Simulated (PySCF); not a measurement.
A structure optimised at PBE-D3(BJ)/def2-SVP, used in a PySCF frequency run:

```xyz
5

F      0.9253     0.9253     0.9253
Si     0.0000     0.0000     0.0000
F     -0.9253     0.9253    -0.9253
F     -0.9253    -0.9253     0.9253
F      0.9253    -0.9253    -0.9253
```

Question: Write its SMILES, formula and point group.

Answer: F[Si](F)(F)F, F₄Si, Td

Question: What are its rotational constants (standard atomic weights)?

Answer: 3.8834, 3.8834, 3.8834 GHz
